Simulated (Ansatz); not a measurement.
# How methods differ on [CF2]+ (SMILES F[C+]F)

The species is [CF2]+ (3 atoms), meant as a doublet with charge +1. SMILES: `F[C+]F`. Geometry: optimised at B3LYP/def2-SVP.

```xyz
3

F     0.3806    0.9767    0.3175
C     0.2767   -0.2221    0.1277
F    -0.6573   -0.7546   -0.4452
```

Quantity: the adiabatic electron affinity (to the singlet neutral, shapes relaxed at B3LYP/def2-SVP, no zero-point term), in eV. The values are calculated.

The electron affinity is E(neutral) − E(anion): positive where the electron is bound.

```csv
level,kind,program,value (eV),less CCSD(T)/def2-TZVPP,CPU time (all runs)
USVWN5/def2-TZVPP,LDA,Ansatz,11.16,-0.08,0.77 s
UBLYP/def2-TZVPP,GGA,Ansatz,11.08,-0.16,1.3 s
UPBE/def2-TZVPP,GGA,Ansatz,11.02,-0.22,1.6 s
UB3LYP/def2-TZVPP,global hybrid,Ansatz,11.28,+0.04,1.6 s
UPBE0-D4/def2-TZVPP,global hybrid,Ansatz,11.06,-0.18,1.5 s
U-wB97M-V/def2-TZVPP,range-separated hybrid,Ansatz,11.32,+0.08,3.6 s
UCAM-B3LYP/def2-TZVPP,range-separated hybrid,Ansatz,11.32,+0.08,1.6 s
UCCSD(T)/def2-TZVPP,coupled cluster or CI,Ansatz,11.24,0.00,8.7 s
```

UCCSD(T)/def2-TZVPP is the highest level here, not the true value. The values span 11.02 to 11.32 eV. CPU times are rough (shared hosts, several kinds of processor): they show what a rung costs within a factor of a few.
